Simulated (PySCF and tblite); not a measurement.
Results of a calculation; reference values are marked as such.
Stationary points of CH₂ClO₂S (charge -1) at PBE0-D3(BJ)/def2-SVP, in Å:

Structure A

```
 1 O    -1.252   -1.166   -0.852
 2 S    -0.679   -0.138    0.038
 3 O    -1.255    0.066    1.376
 4 C     0.994   -0.366    0.083
 5 Cl    1.853    1.025    0.832
 6 H    -0.991    1.086   -0.603
 7 H     1.363   -0.509   -0.941
```

Structure B

```
 1 O    -1.215   -1.154   -0.849
 2 S    -0.691   -0.062    0.001
 3 O    -1.190    0.102    1.380
 4 C     0.953   -0.026   -0.168
 5 Cl    1.946    0.868    0.980
 6 H    -1.229    1.088   -0.598
 7 H     1.426   -0.816   -0.746
```

Structure C

```
 1 O    -1.267   -1.079   -0.944
 2 S    -0.684   -0.072   -0.033
 3 O    -1.105   -0.129    1.383
 4 C     0.983    0.052   -0.428
 5 Cl    1.859    1.044    0.817
 6 H    -1.146    1.171   -0.449
 7 H     1.363   -0.981   -0.373
```

Geometries: PBE0-D3(BJ)/def2-SVP; energies: PBE0/pcSseg-1 + D3(BJ); zero-point and thermal terms from GFN2-xTB harmonic modes (soft modes blended into free rotors).

**Question.** Which structure is a saddle point, and along which motion?

**Answer.** B: one imaginary mode (703i cm⁻¹ at GFN2-xTB, mostly on H7, C4), along the pyramidal inversion at C4.

**Question.** Give their symmetry and energies above the lowest.

**Answer.** A C1, 0.0 kcal/mol; B C1, 3.1 kcal/mol; C C1, 1.7 kcal/mol.

The ion is treated without a counter-ion.
